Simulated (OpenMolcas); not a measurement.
**One shape, several levels: AlB2H5 (SMILES B[BH][AlH2])**

Aim: a comparison of 6 runs (HF/def2-SVP, HF/cc-pVTZ, B3LYP/6-31G*, PBE0/def2-SVP, M06-2X/def2-SVPD, MP2/def2-TZVP) of AlB2H5. 

The calculation is run with OpenMolcas 26.06.

2 further runs of the same task are left out: 2 set aside as unsound or not needed.

### 1 The molecule

The species is AlB2H5 (8 atoms), meant as a singlet with charge 0. As SMILES, `B[BH][AlH2]`. The shape comes from GFN2-xTB, which is rough for such elements, and wasn't checked as a minimum.

Bond lengths: B1–B2 1.585 Å, B2–Al3 2.100 Å, B1–H4 1.177 Å, B1–H5 1.178 Å, B2–H6 1.181 Å, Al3–H7 1.566 Å, Al3–H8 1.569 Å. Angles: B1–B2–Al3 119.2°, B1–B2–H6 129.0°, Al3–B2–H6 111.8°, B2–B1–H4 123.8°, B2–B1–H5 122.7°, B2–Al3–H7 127.1°, B2–Al3–H8 124.9°, H4–B1–H5 113.3°, H7–Al3–H8 108.0°.

### 2 Energy and gradient at HF/def2-SVP (run 1)

Contents of mol.inp:

```
* AlB2H5 Hartree-Fock

&GATEWAY
  BasLib = $CurrDir
  Coord
  8
  angstrom
  B       -1.158300       0.715390      -0.884810
  B        0.263430       0.731730      -0.185440
  Al       0.907520      -0.968210       0.865920
  H       -1.347340       0.316540      -1.976350
  H       -2.147610       1.019840      -0.323300
  H        1.068340       1.595020      -0.157340
  H        0.032870      -2.184500       1.322410
  H        2.381090      -1.225800       1.338920
  Basis = def2-SVP
  Group = NoSym

&SEWARD

&SCF
  Thresholds = 1e-10 1e-07 1e-07 1e-05
  PrOrbitals = 1 2

&ALASKA
```

The basis set def2-SVP is read from a file made from the Basis Set Exchange's data (not shown).

Command:

```
$ export MOLCAS_MEM=1860
$ pymolcas mol.inp > mol.log
```

Log:

```text
--- Start Module: gateway ---
[...]
--- Stop Module: gateway /rc=_RC_ALL_IS_WELL_ ---
[...]
      Basis functions           71
[...]
--- Start Module: scf ---
[...]
       Convergence after  13 Iterations
[...]
::    Total SCF energy                               -293.9902066175
[...]
      Total spin, S                                     0.0000000000
[...]
      Total electronic charge=   28.000000
      Total            charge=   -0.000000
[...]
      Dipole Moment (debye):
      Origin of the operator (angstrom)=    0.2706   -0.1975    0.2181
                   X= -1.5857E-02               Y=  8.9437E-01               Z= -3.9450E-01           Total=  9.7764E-01
      Quadrupole Moment (debye*angstrom):
[...]
--- Stop Module: scf /rc=_RC_ALL_IS_WELL_ ---
[...]
--- Start Module: alaska ---
[...]
 *              Molecular gradients               *
 **************************************************
  Irreducible representation: a
 ------------------------------------------------------------------------------------------
                              X                       Y                       Z
 ------------------------------------------------------------------------------------------
  B1                1.91844094098812E-02   -3.31728237784257E-03    1.14132779600611E-02
  B2               -1.92572208372612E-02   -3.40456574045644E-03   -7.29271160788536E-03
  AL3              -6.10901315373535E-03    1.82941321751686E-02   -1.08510965326838E-02
  H4               -1.27964603829100E-03    5.88576112069894E-03    1.36626597331837E-02
  H5                1.01988086807956E-02   -4.41164292602780E-03   -9.96500690838775E-03
  H6               -4.12283436036609E-03   -1.14959125558451E-02    1.80588056114005E-03
  H7                9.32781850526010E-03    2.89223401410066E-03   -1.41542462678279E-05
  H8               -7.94232220628555E-03   -4.44272370975274E-03    1.24115104084055E-03
[...]
--- Stop Module: alaska /rc=_RC_ALL_IS_WELL_ ---
[...]
```

Run time: 4.5 s. Hardware: 1 thread of Arm Neoverse V1, shared host; peak memory 0.42 GiB.

### 3 Energy and forces at HF/cc-pVTZ (RICD fitting) (run 2)

Contents of geom.xyz:

```xyz
8

B     -1.158300     0.715390    -0.884810
B      0.263430     0.731730    -0.185440
Al     0.907520    -0.968210     0.865920
H     -1.347340     0.316540    -1.976350
H     -2.147610     1.019840    -0.323300
H      1.068340     1.595020    -0.157340
H      0.032870    -2.184500     1.322410
H      2.381090    -1.225800     1.338920
```

Contents of test.input:

```
* AlB2H5 Hartree-Fock
>>> EXPORT MOLCAS_PRINT=2
&gateway
baslib = $CurrDir
coord = geom.xyz
basis = cc-pVTZ
group = NoSym
ricd
&seward
&scf
thresholds = 1e-10 1e-07 1e-07 1e-05
prorbitals = 1 2
&alaska
```

The basis set cc-pVTZ is read from a file made from the Basis Set Exchange's data (not shown).

Command:

```
$ export MOLCAS_MEM=1860
$ pymolcas test.input > test.log
```

Log:

```text
--- Start Module: gateway ---
[...]
--- Stop Module: gateway /rc=_RC_ALL_IS_WELL_ ---
[...]
      Basis functions          164
[...]
--- Start Module: scf ---
[...]
       Convergence after  13 Iterations
[...]
::    Total SCF energy                               -294.1333154856
[...]
      Total spin, S                                     0.0000000000
[...]
      Total electronic charge=   28.000000
      Total            charge=   -0.000000
[...]
      Dipole Moment (debye):
      Origin of the operator (angstrom)=    0.2706   -0.1975    0.2181
                   X= -3.0823E-03               Y=  9.2030E-01               Z= -3.8602E-01           Total=  9.9798E-01
      Quadrupole Moment (debye*angstrom):
[...]
--- Stop Module: scf /rc=_RC_ALL_IS_WELL_ ---
[...]
--- Start Module: alaska ---
[...]
 *              Molecular gradients               *
 **************************************************
  Irreducible representation: a
 ------------------------------------------------------------------------------------------
                              X                       Y                       Z
 ------------------------------------------------------------------------------------------
  B1                1.77418930603976E-02   -3.22516543022455E-03    1.06674597479020E-02
  B2               -1.62998669640642E-02   -7.80122236340652E-03   -4.01884607558767E-03
  AL3              -6.07245350538510E-03    1.80233898606961E-02   -1.06781738728969E-02
  H4               -1.90748368015548E-03    4.15014558621918E-03    8.60548278868012E-03
  H5                5.86211731605313E-03   -2.84696413023422E-03   -7.27124754457120E-03
  H6               -5.15707163387225E-04   -7.22486138723100E-03    1.78723665366745E-03
  H7                9.28072921745815E-03    3.16915466643941E-03   -2.02961255730938E-04
  H8               -8.08922828090530E-03   -4.24447680222562E-03    1.11104955854147E-03
[...]
--- Stop Module: alaska /rc=_RC_ALL_IS_WELL_ ---
[...]
```

Wall time 16 s (1 thread of Arm Neoverse V1, shared host); peak memory 0.38 GiB.

Runs 3 to 5 aren't shown in full; the table further down has their settings and results.

### 4 The energy at MP2/def2-TZVP (run 6)

Contents of mol.inp:

```
&GATEWAY
 BasLib=$CurrDir
 Coord
 8
 angstrom
 B       -1.158300       0.715390      -0.884810
 B        0.263430       0.731730      -0.185440
 Al       0.907520      -0.968210       0.865920
 H       -1.347340       0.316540      -1.976350
 H       -2.147610       1.019840      -0.323300
 H        1.068340       1.595020      -0.157340
 H        0.032870      -2.184500       1.322410
 H        2.381090      -1.225800       1.338920
 Basis=def2-TZVP
 Group=NoSym

&SEWARD

&SCF
 Thresholds=1e-10 1e-07 1e-07 1e-05
 PrOrbitals=0

&MBPT2
 Frozen=7
```

The basis set def2-TZVP is read from a file made from the Basis Set Exchange's data (not shown).

Command:

```
$ export MOLCAS_MEM=1860
$ pymolcas mol.inp > mol.log
```

Log:

```text
--- Start Module: gateway ---
[...]
--- Stop Module: gateway /rc=_RC_ALL_IS_WELL_ ---
[...]
      Basis functions          129
[...]
--- Start Module: scf ---
[...]
       Convergence after  15 Iterations
[...]
::    Total SCF energy                               -294.1308630574
[...]
      Total spin, S                                     0.0000000000
[...]
      Total electronic charge=   28.000000
      Total            charge=   -0.000000
[...]
      Dipole Moment (debye):
      Origin of the operator (angstrom)=    0.2706   -0.1975    0.2181
                   X= -9.8385E-03               Y=  9.3707E-01               Z= -3.9565E-01           Total=  1.0172E+00
      Quadrupole Moment (debye*angstrom):
[...]
--- Stop Module: scf /rc=_RC_ALL_IS_WELL_ ---
[...]
--- Start Module: mbpt2 ---
[...]
WARNING!
Default frozen orbitals as non valence orbitals is overwritten by user input.
Default values:   4
[...]
       Reference weight ( Cref**2 )         =        0.89926
::    Total MBPT2 energy                             -294.3953364801
[...]
      Total MBPT2 calculations                           0.82      0.90
--- Stop Module: mbpt2 /rc=_RC_ALL_IS_WELL_ ---
[...]
```

It took 24 s on 1 thread of Arm Neoverse V1, shared host; peak memory 0.89 GiB.

### 5 All runs side by side

```tsv
run	level	integral approximation	Cartesian functions	energy (Eh)	dipole moment (D) of the reference	HOMO energy (eV)	LUMO energy (eV)	wall time
1	HF/def2-SVP	none	no	-293.990207	0.98	-10.19	0.21	4.5 s
2	HF/cc-pVTZ (RICD fitting)	RICD	no	-294.133315	1.00	-10.14	0.15	16 s
3	B3LYP/6-31G* (Cartesian functions)	none	yes	-295.054500	0.86	-7.17	-3.01	20 s
4	PBE0/def2-SVP	none	no	-294.717097	0.77	-7.54	-2.99	23 s
5	M06-2X/def2-SVPD	none	no	-294.867628	0.85	-8.60	-2.20	64 s
6	MP2/def2-TZVP	none	no	-294.395336	1.02	-10.15	0.14	24 s
```

### 6 What came out

```
                                          quantity          value
                               run 6: total energy  -294.39534 Eh
         run 6: dipole moment (mean-field density)         1.02 D
        run 6: HOMO energy (Hartree–Fock orbitals)      -10.15 eV
        run 6: LUMO energy (Hartree–Fock orbitals)        0.14 eV
      run 6: HOMO–LUMO gap (Hartree–Fock orbitals)       10.29 eV
run 6: correlation energy (7 core orbitals frozen)     -264.5 mEh
```

In words: Over runs 1, 2, 3, 4, 5 the dipole moment (its size) runs from 0.77 D (PBE0/def2-SVP) to 1.00 D (HF/cc-pVTZ). The two ends differ in method and basis. Over runs 1, 2, 3, 4, 5 the HOMO–LUMO gap runs from 4.16 eV (B3LYP/6-31G*) to 10.40 eV (HF/def2-SVP). Totals of different functionals can't be ranked against each other. All runs together took 2.5 min, the longest 64 s.
